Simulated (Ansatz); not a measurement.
Reaction (isomerisation): `CCC(F)Cl` → `FCCCCl`

Program: Ansatz. Geometries: PBE0-D4/def2-TZVP. ΔE: electronic, gas phase. CCSD(T)/CBS adds triple-zeta CCSD(T) − MP2 to the extrapolated MP2 energy (def2 sets, frozen cores). DFT in def2-TZVPP. B3LYP here is the variant with VWN-RPA as its local correlation; programs differ in this. One conformer a species, not always the lowest.

`CCC(F)Cl`:

Cartesian coordinates in Å:
```
C -0.751 -0.974 -0.533
C 0.513 -0.179 -0.249
C 0.241 1.017 0.622
F -0.248 0.622 1.832
Cl 1.725 1.962 0.898
H -1.199 -1.345 0.390
H -1.497 -0.364 -1.049
H -0.527 -1.832 -1.169
H 0.963 0.181 -1.178
H 1.262 -0.797 0.253
H -0.481 1.709 0.183
```

`FCCCCl`:

```xyz
11

F     0.527   -1.458    1.281
C    -0.599   -0.892    0.704
C    -0.292    0.516    0.263
C     0.796    0.604   -0.782
Cl    0.297   -0.143   -2.327
H    -1.397   -0.902    1.452
H    -0.889   -1.520   -0.142
H     0.028    1.099    1.134
H    -1.211    0.974   -0.115
H     1.044    1.640   -1.008
H     1.696    0.083   -0.460
```

| level | ΔE (kcal/mol) | difference from CCSD(T)/CBS |
| --- | --- | --- |
| PBE-D4 | 3.4 | 1.0 |
| r2SCAN-D4 | 3.7 | 1.3 |
| PBE0-D4 | 2.9 | 0.5 |
| B3LYP-D4 | 2.4 | 0.0 |
| ωB97X-V | 2.6 | 0.2 |
| ωB97M-V | 2.9 | 0.5 |
| B2PLYP | 2.6 | 0.2 |
| PBE | 3.5 | 1.1 |
| r2SCAN | 3.8 | 1.4 |
| PBE0 | 2.9 | 0.5 |
| B3LYP | 2.6 | 0.2 |
| HF/def2-TZVPP | 1.3 | -1.1 |
| MP2/def2-TZVPP | 2.8 | 0.4 |
| SCS-MP2/def2-TZVPP | 2.3 | -0.1 |
| CCSD/def2-TZVPP | 2.3 | -0.1 |
| CCSD(T)/def2-TZVPP | 2.6 | 0.2 |
| HF/def2-QZVPP | 1.3 | -1.1 |
| MP2/def2-QZVPP | 2.7 | 0.3 |
| SCS-MP2/def2-QZVPP | 2.2 | -0.2 |
| HF/CBS(def2) | 1.3 | -1.1 |
| MP2/CBS(def2) | 2.6 | 0.2 |
| CCSD/CBS(def2) | 2.1 | -0.3 |
| CCSD(T)/CBS | 2.4 | 0 |

Largest T1 diagnostic among the species: 0.010.

In def2-TZVPP, CCSD(T) changes the Hartree–Fock value by +1.3 kcal/mol (the triples alone add +0.3 kcal/mol) and MP2 by +1.5 kcal/mol.

CCSD(T)/CBS has its own doubt, a few kJ/mol and more with outer-core shells, so smaller differences from it don't rank the levels.
